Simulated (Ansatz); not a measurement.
# CH3BF+ (SMILES B[CH+]F): functionals against CCSD(T) at one geometry

How do the functionals fare away from a minimum? The structure is a structure displaced at random from a GFN2-xTB minimum.

Computed with Ansatz 0.2.0, Gaussian basis. Level: single points in def2-TZVPP.

Cores are frozen in the correlated methods.

**1. The system as given**

SMILES `B[CH+]F`, 6 atoms, charge 1, spin multiplicity 1.

Atoms are counted from 1 here; the program's logs count them from 0.

Bond lengths: B1–C2 1.498 Å, B1–H4 1.150 Å, B1–H5 1.181 Å, C2–F3 1.256 Å, C2–H6 1.104 Å. Angles: C2–B1–H4 122.1°, C2–B1–H5 122.5°, H4–B1–H5 114.8°, B1–C2–F3 130.4°, B1–C2–H6 115.9°, F3–C2–H6 113.6°.

Geometry (Å):

```tsv
atom	x (Å)	y (Å)	z (Å)
B1	-0.58200	0.05650	-0.48830
C2	0.59280	-0.10670	0.42730
F3	1.63330	-0.79820	0.30200
H4	-1.54350	-0.56190	-0.36540
H5	-0.65100	0.92800	-1.28200
H6	0.55880	0.47630	1.36420
```

**2. CCSD(T)/def2-TZVPP**

Input file run/in.yaml:

```yaml
crystal:
  periodic: [false, false, false]
  atoms:
    - {symbol: B, position_ang: [-0.582000, 0.056500, -0.488300]}
    - {symbol: C, position_ang: [0.592800, -0.106700, 0.427300]}
    - {symbol: F, position_ang: [1.633300, -0.798200, 0.302000]}
    - {symbol: H, position_ang: [-1.543500, -0.561900, -0.365400]}
    - {symbol: H, position_ang: [-0.651000, 0.928000, -1.282000]}
    - {symbol: H, position_ang: [0.558800, 0.476300, 1.364200]}
basis:
  gaussian: {orbitals: def2-TZVPP}
total_charge: 1
correlation: {method: ccsd_t}
output: {forces: true}
```

No record of the launch command was kept for these runs.

**3. PBE0-D4/def2-TZVPP**

Changes to run/in.yaml since step 2:

```diff
@@ -12,3 +12,3 @@
 total_charge: 1
-correlation: {method: ccsd_t}
-output: {forces: true}
+hamiltonian: {xc: pbe0, dispersion: d4}
+output: {forces: true, orbitals: {seedname: orbitals}}
```

**4. wB97M-V/def2-TZVPP**

Changes to run/in.yaml since step 3:

```diff
@@ -12,3 +12,3 @@
 total_charge: 1
-hamiltonian: {xc: pbe0, dispersion: d4}
-output: {forces: true, orbitals: {seedname: orbitals}}
+hamiltonian: {xc: {name: wB97M-V}}
+output: {forces: true}
```

**5. r2SCAN-D4/def2-TZVPP**

Changes to run/in.yaml since step 4:

```diff
@@ -12,3 +12,3 @@
 total_charge: 1
-hamiltonian: {xc: {name: wB97M-V}}
+hamiltonian: {xc: r2scan, dispersion: d4}
 output: {forces: true}
```

**6. PBE-D4/def2-TZVPP**

Changes to run/in.yaml since step 5:

```diff
@@ -12,3 +12,3 @@
 total_charge: 1
-hamiltonian: {xc: r2scan, dispersion: d4}
+hamiltonian: {xc: pbe, dispersion: d4}
 output: {forces: true}
```

**7. SPW92/def2-TZVPP**

Changes to run/in.yaml since step 6:

```diff
@@ -12,3 +12,3 @@
 total_charge: 1
-hamiltonian: {xc: pbe, dispersion: d4}
+hamiltonian: {xc: lda}
 output: {forces: true}
```

**8. revPBE-D4/def2-TZVPP**

Changes to run/in.yaml since step 7:

```diff
@@ -12,3 +12,3 @@
 total_charge: 1
-hamiltonian: {xc: lda}
+hamiltonian: {xc: {name: revPBE}, dispersion: d4}
 output: {forces: true}
```

(Steps that only read results are left out.)

Before running it: what results should come out? Wanted: energy less free atoms, CCSD(T)/def2-TZVPP; RMS force component; RMS force error; HOMO and LUMO, PBE0-D4; T1 diagnostic.

**Answer**, as computed:

| quantity | value |
| --- | --- |
| energy less free atoms, CCSD(T)/def2-TZVPP | -276.9 kcal/mol |
| RMS force component | 0.415 to 0.621 eV/Å over the methods |
| RMS force error | PBE0-D4 0.294, wB97M-V 0.164, r2SCAN-D4 0.384, PBE-D4 0.546, SPW92 0.704, revPBE-D4 0.532 eV/Å |
| HOMO and LUMO, PBE0-D4 | -17.33 and -10.49 eV |
| T1 diagnostic | 0.020 |

In words: Against CCSD(T) the functionals' energies less atoms differ by -93.5 to -18.2 kcal/mol, PBE-D4 by -32.0 kcal/mol. CCSD(T) in triple zeta still lacks some correlation energy of the bonds, so part of these gaps is its own basis error and they don't rank the functionals. The forces of wB97M-V come nearest to CCSD(T), those of SPW92 are farthest. Frozen-core CCSD(T) forces in triple zeta carry basis errors of their own, and this is one geometry, so small gaps rank nothing.
